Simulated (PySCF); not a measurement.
Basis-set dependence of excited states

HNO.
SMILES with atom numbers: `[NH:1]=[O:2]` (hydrogens: H3 on N1)

Cartesian coordinates in Å at the PBE0-D3(BJ)/def2-SVP level; atoms count from 1:
```
atom  x, y, z in Å
N1    -0.062    0.400    0.043
O2     0.942   -0.233   -0.021
H3    -0.898   -0.263   -0.043
```

TDDFT with PBE0 (PySCF), vertical singlets, core orbitals frozen in the response, spherical d and f functions. Geometry: PBE0-D3(BJ)/def2-SVP; no solvent, vibrations or thermal averaging.

Problem. How do the low singlets change with the basis? Take 6-31G*, def2-SVP, 6-31+G*, def2-SVPD, aug-cc-pVDZ, def2-TZVP, def2-TZVPD and aug-cc-pVTZ.

Solution. 

| basis | functions | diffuse | S1 (eV) | S2 (eV) | S3 (eV) | S4 (eV) | S5 (eV) | LUMO (eV) | α (au) |
| --- | --- | --- | --- | --- | --- | --- | --- | --- | --- |
| 6-31G* | 30 | no | 1.59 | 7.60 | 7.91 | 9.85 | 10.82 | -2.40 | 10.0 |
| def2-SVP | 33 | no | 1.52 | 7.16 | 7.55 | 9.77 | 10.82 | -2.49 | 10.0 |
| 6-31+G* | 38 | yes | 1.58 | 6.41 | 7.57 | 7.83 | 8.51 | -2.85 | 12.1 |
| def2-SVPD | 51 | yes | 1.52 | 6.65 | 7.54 | 8.47 | 8.77 | -2.89 | 14.2 |
| aug-cc-pVDZ | 55 | yes | 1.54 | 5.68 | 7.35 | 7.55 | 8.13 | -2.85 | 14.4 |
| def2-TZVP | 68 | no | 1.57 | 6.74 | 7.56 | 9.75 | 10.28 | -2.73 | 12.2 |
| def2-TZVPD | 86 | yes | 1.56 | 6.14 | 7.55 | 7.59 | 7.90 | -2.81 | 14.8 |
| aug-cc-pVTZ | 115 | yes | 1.56 | 5.70 | 7.21 | 7.55 | 7.79 | -2.84 | 14.9 |

States are compared by their number. Against the largest diffuse basis here (aug-cc-pVTZ, itself not a converged limit), sets without diffuse functions differ by up to 0.04 eV in S1 and 3.03 eV in S5; the smaller diffuse sets differ by up to 0.04 and 0.98 eV. State by state, the largest deviation of a set without diffuse functions is S1 0.04, S2 1.90, S3 0.71, S4 2.30, S5 3.03 eV. The same number needn't mean the same state in each row. Against aug-cc-pVTZ the polarisability deviates by -33% in 6-31G*, -33% in def2-SVP, -19% in 6-31+G*, -4% in def2-SVPD, -3% in aug-cc-pVDZ, -18% in def2-TZVP, -1% in def2-TZVPD. A single + in a Pople set puts diffuse functions on heavy atoms only.
